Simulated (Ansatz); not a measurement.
C₂H₇Cl, closed shell: a pair in one relaxed arrangement.

Input (in.yaml):

```yaml
crystal:
  periodic: [false, false, false]
  atoms:
    - {symbol: Cl, position_ang: [0.012524, -0.446505, -3.149630]}
    - {symbol: H, position_ang: [0.255666, -0.724563, -1.922471]}
    - {symbol: C, position_ang: [-0.394761, 0.815543, 0.667513]}
    - {symbol: C, position_ang: [0.325538, -0.519538, 0.594688]}
    - {symbol: H, position_ang: [-1.315600, 0.736244, 1.249396]}
    - {symbol: H, position_ang: [0.230297, 1.576323, 1.140112]}
    - {symbol: H, position_ang: [-0.664377, 1.182379, -0.325688]}
    - {symbol: H, position_ang: [1.256623, -0.443144, 0.023889]}
    - {symbol: H, position_ang: [-0.301819, -1.290025, 0.135050]}
    - {symbol: H, position_ang: [0.595910, -0.886716, 1.587241]}
basis:
  gaussian: {orbitals: def2-SVP}
hamiltonian: {xc: lda}
```

Run by:

```bash
ansatz run in.yaml --threads 4 --pin off --events-out ev --progress --plain --max-ram 9574MiB
```

The run's output (Ansatz 0.2.0):

```
Functional definition: SPW92
  name "SPW92"
  cite "Dirac, Proc. Camb. Phil. Soc. 26, 376 (1930) doi:10.1017/S0305004100016108"
  cite "Slater, Phys. Rev. 81, 385 (1951) doi:10.1103/PhysRev.81.385"
  cite "Perdew & Wang, Phys. Rev. B 45, 13244 (1992) doi:10.1103/PhysRevB.45.13244"
  exchange = slater_x
  correlation = pw_c
917 factors; their error is unknown
mean field evaluation 1: about -14633.7491 eV, gradient 6.1e1 eV
mean field evaluation 2: about -14620.8543 eV, gradient 9.0e1 eV
mean field evaluation 4: about -14643.1636 eV, gradient 2.4e0 eV
mean field evaluation 8: about -14643.1778 eV, gradient 5.2e-2 eV
mean field evaluation 16: about -14643.1395 eV, gradient 5.1e-5 eV
mean field -14643.13948341 eV, -538.1254505390 hartree, gradient 5.1e-5 eV, S^2 0.000000; 0 other end points of the search recorded, 0 dependent functions left out
reference -14643.13951117 eV, -538.1254515592 hartree; 18, 18 occupied and 63, 63 virtual orbitals, 917 factors
Total energy: -14643.13951117 eV, -538.1254515592 hartree
```

Hardware: 4 CPU threads of an Intel Xeon Platinum 8488C, shared host. Wall time about 0.3 s.
